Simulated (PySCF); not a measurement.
C2H3O, SMILES C[C]=O, multiplicity 2. Geometry optimised at PBE0-D3(BJ)/def2-TZVP. The isomer is the one that the SMILES or the coordinates give; other isomers of the formula were not compared.

**Question.** Give the equilibrium geometry at PBE0-D3(BJ)/def2-TZVP (PySCF confirms it by a frequency run) as a Z-matrix, and its point group. (Estimate from the structure and the level; the computed values follow.)

**Answer.** point group Cs.
```
C
H 1 1.0916
H 1 1.0916 2 107.10
H 1 1.0938 2 110.59 3 120.56
C 1 1.4969 2 108.52 3 -116.97
O 5 1.1754 1 129.26 2 -121.97
```
Charge 0, spin multiplicity 2.
